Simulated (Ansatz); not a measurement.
The input, for Ansatz 0.2.0:

```yaml
crystal:
  periodic: [false, false, false]
  atoms:
    - {symbol: B, position_ang: [0.084376, 0.005225, -1.477136]}
    - {symbol: C, position_ang: [-0.080498, 0.013599, -0.095542]}
    - {symbol: Si, position_ang: [-0.003878, -0.018825, 1.572678]}
basis:
  gaussian: {orbitals: cc-pVDZ}
magnetization: {spin_polarized: true, initial_magnetization: 1}
hamiltonian: {xc: {name: revPBE}}
```

```sh
$ ansatz run in.yaml --threads 1 --pin off --events-out ev --progress --plain --max-ram 2393MiB
```

Question: Roughly how long does this take on 1 thread of Arm Neoverse V1, shared host, and how much host memory?

Answer: 1.2 s wall and 0.1 GiB.

```
572 factors; their error is unknown
mean field evaluation 1: about -9570.1332 eV, gradient 5.0e1 eV
mean field evaluation 2: about -9487.1865 eV, gradient 9.2e1 eV
mean field evaluation 4: about -9579.0113 eV, gradient 2.2e1 eV
mean field evaluation 8: about -9583.6976 eV, gradient 8.1e-2 eV
mean field evaluation 16: about -9583.6782 eV, gradient 1.3e-4 eV
mean field -9583.67821384 eV, -352.1936783081 hartree, gradient 2.8e-5 eV, S^2 0.778176; 0 other end points of the search recorded, 0 dependent functions left out
reference -9583.67825112 eV, -352.1936796782 hartree; 13, 12 occupied and 33, 34 virtual orbitals, 572 factors
Total energy: -9583.67825112 eV, -352.1936796782 hartree
```
